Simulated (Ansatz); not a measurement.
# HMgSi: the cost of one run

The runs use Ansatz 0.2.0, Gaussian basis; def2-QZVPP, core rule «outside noble gas», up to 10 orbitals frozen.

To be run: UHF; ROHF; CCSD(T) on UHF.

2 further runs of the same task are left out: 2 set aside as unsound or not needed.

### 1 The system

The geometry is a PBE0/def2-TZVP stationary point (not a proven minimum) of the parent state, kept for this charge and spin.

3 atoms, charge 0, spin multiplicity 4.

Atoms are counted from 1 here; the program's logs count them from 0.

Bond lengths: Si1–Mg2 2.536 Å, Si1–H3 1.548 Å. Angles: Mg2–Si1–H3 77.2°.

### 2 UHF

in.yaml reads:

```yaml
crystal:
  periodic: [false, false, false]
  atoms:
    - {symbol: Si, position_ang: [0.000000, -0.063331, 1.159273]}
    - {symbol: Mg, position_ang: [0.000000, 0.012806, -1.375338]}
    - {symbol: H, position_ang: [0.000000, 1.455896, 0.861970]}
basis:
  gaussian: {orbitals: "def2-QZVPP.json"}
magnetization: {spin_polarized: true, initial_magnetization: 3}
hamiltonian: {xc: hf}
output: {orbitals: {seedname: orbitals}}
```

Run with:

```bash
ansatz run in.yaml --threads 1 --pin off --events-out ev --progress --plain --max-ram 2393MiB
```

What time and memory should one allow on 1 thread of Arm Neoverse V1, shared host?

About 15 s, with a peak of 0.29 GiB.
